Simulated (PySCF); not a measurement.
Input of a response calculation (the driver script's job line, then coordinates in Å):

```
{"job": {"kind": "uv", "xc": "CAM-B3LYP", "basis": "aug-cc-pVTZ", "ip": false, "dynamic": false}, "charge": 0, "multiplicity": 1}
O     -0.321089    -0.042097     0.023484
Na     1.591847     0.158598    -0.110623
H     -1.264697    -0.151375     0.068086
```

Its output, with some lines taken out ([cut]):

```
coarse grid: 3336 points
cycle   1  E = -237.9454937134  dE = -1.584e-02  |g| = 1.009e+00  |ddm| = 3.320e+00
cycle   2  E = -235.4274073282  dE =  2.518e+00  |g| = 2.685e+00  |ddm| = 4.771e+00
cycle   3  E = -238.1163554946  dE = -2.689e+00  |g| = 3.095e-01  |ddm| = 3.933e+00
cycle   4  E = -238.1424533699  dE = -2.610e-02  |g| = 4.739e-02  |ddm| = 8.579e-01
cycle   5  E = -238.1430067825  dE = -5.534e-04  |g| = 1.830e-02  |ddm| = 1.712e-01
cycle   6  E = -238.1430724333  dE = -6.565e-05  |g| = 6.056e-03  |ddm| = 3.783e-02
cycle   7  E = -238.1430798825  dE = -7.449e-06  |g| = 1.652e-03  |ddm| = 1.372e-02
final grid: 27896 points
cycle   8  E = -238.1357448565  dE = -2.511e-05  |g| = 1.235e-03  |ddm| = 1.026e-01
cycle   9  E = -238.1357452454  dE = -3.889e-07  |g| = 4.715e-04  |ddm| = 6.300e-03
cycle  10  E = -238.1357452602  dE = -1.484e-08  |g| = 5.142e-04  |ddm| = 1.407e-03
cycle  11  E = -238.1357453046  dE = -4.438e-08  |g| = 6.667e-05  |ddm| = 7.372e-04
cycle  12  E = -238.1357453060  dE = -1.414e-09  |g| = 1.157e-05  |ddm| = 1.754e-04
cycle  13  E = -238.1357453061  dE = -1.095e-10  |g| = 1.212e-06  |ddm| = 8.440e-05
converged SCF energy = -238.1357453061

[cut]

Singlet excitations
state   eV       nm        f      main configurations
  1   3.1712    391.0   0.01638   H->L 0.84
  2   3.1714    390.9   0.01641   H-1->L 0.84
  3   5.0010    247.9   0.00003   H->L+2 0.28, H-1->L+3 0.27, H->L+5 0.12
  4   5.0011    247.9   0.00003   H->L+3 0.28, H-1->L+2 0.27, H->L+6 0.12
  5   5.0181    247.1   0.00001   H-1->L+2 0.31, H->L+3 0.30, H-1->L+5 0.10
  6   5.1010    243.1   0.04557   H->L+4 0.50, H->L+10 0.21
[cut]
[cut]
  9   5.6930    217.8   0.00016   H-1->L+1 0.48, H->L+1 0.28
[cut]

Triplet excitations (Tamm-Dancoff, eV): 3.1013 3.1013 4.9183 4.9566
```

Computed, not measured: TDDFT CAM-B3LYP/aug-cc-pVTZ, vertical, gas phase, core orbitals frozen in the response (PySCF). Geometry: PBE0-D3(BJ)/def2-TZVP; no solvent, vibrations or thermal averaging.

Restore the lines that were cut, in order.

```
Static polarisability (au): isotropic 21.196, principal 20.055 21.761 21.774
  7   5.1013    243.0   0.04560   H-1->L+4 0.50, H-1->L+10 0.21
  8   5.2871    234.5   0.02600   H->L+2 0.38, H-1->L+3 0.37, H-1->L+6 0.08
 10   5.6931    217.8   0.00016   H->L+1 0.48, H-1->L+1 0.28
```

What is the total energy of state 7 at this geometry?

-238.13575 + 0.18747 = -237.94828 hartree.

What share of the summed oscillator strength falls to the strongest level in this window?

States 6 and 7 at 243 nm: 0.0912 of 0.1504, or 61%.

What transition dipole goes with state 7?

|μ|² = 3f / (2ΔE) = 3 × 0.0456 / (2 × 0.1875) = 0.365 au, so |μ| = 1.54 D.

Write the structure that the coordinates describe.

NaOH (`[OH][Na]`) (HNaO), point group C∞v.

The SCF starts on a coarse grid; the energy jumps when the final grid takes over, and dE counts afresh there. H and L stand for HOMO and LUMO.

Time: 3.2 s wall; peak memory 0.37 GiB. Hardware: one thread of an Intel Xeon Platinum 8488C, no GPU, shared host with 192 logical CPUs at a one-minute load of 68.
